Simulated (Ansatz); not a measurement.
A structure relaxed at PBE-D4/def2-TZVP in Ansatz, charge 0, doublet:

Cartesian coordinates in Å:
```
Li 0.669 -0.036 1.284
Li -1.305 0.325 0.011
Li 0.575 -0.274 -1.299
H -0.256 -1.163 0.119
H 0.318 1.148 -0.115
```

Q: Give its formula and point group.

A: the cluster Li3H2. Point group C2v (tolerance 0.1 Å).

Q: Summarise the bond lengths by kind (pairs closer than 1.2 times the sum of covalent radii, bridged metal pairs left out).

A: 6 × H–Li 1.82 to 1.87 Å.

Another isomer (doublet) lies 0.62 eV lower at PBE0-D4/def2-TZVP; other spin states weren't run for this one.
